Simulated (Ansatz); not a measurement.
System: C₂H₃N, charge 0, triplet. This triplet is an excited state, 4.8 eV above the singlet at CCSD(T)/cc-pVQZ (Ansatz, a program for electronic structure). C2H3N (parent SMILES C(#N)C, triplet).
B3LYP-D3(BJ)/def2-TZVP minimum from Ansatz:
```xyz
6

C     -1.0970     0.0222    -0.0766
C      0.3344     0.0865    -0.4288
N      1.2778    -0.0941     0.4201
H     -1.5995    -0.7709    -0.6346
H     -1.1801    -0.1995     1.0004
H     -1.5893     0.9769    -0.2741
```
Charge 0, spin multiplicity 3.

Total energies in cc-pVDZ, 16 correlated electrons, 3 frozen orbitals. UHF or UKS for unpaired electrons; spin-orbit terms are left out. Correlated methods leave the cores frozen. No relativity. The spin of C2H3N (parent SMILES CC#N, triplet) was assumed, and the state is the lowest solution found for it.

| method | program | energy (Eh) | minus CCSDT(Q) (mEh) |
|---|---|---|---|
| HF | Ansatz | -131.80570 | 428.35 |
| MP2 | Ansatz | -132.17309 | 60.96 |
| CCSD | Ansatz | -132.21560 | 18.45 |
| CCSD(T) | Ansatz | -132.23019 | 3.86 |
| CCSDT(Q) | Ansatz | -132.23405 | 0.00 |

Rough core times of Ansatz's runs on a shared machine: CCSD(T) 20 s, CCSDT(Q) 6 min.
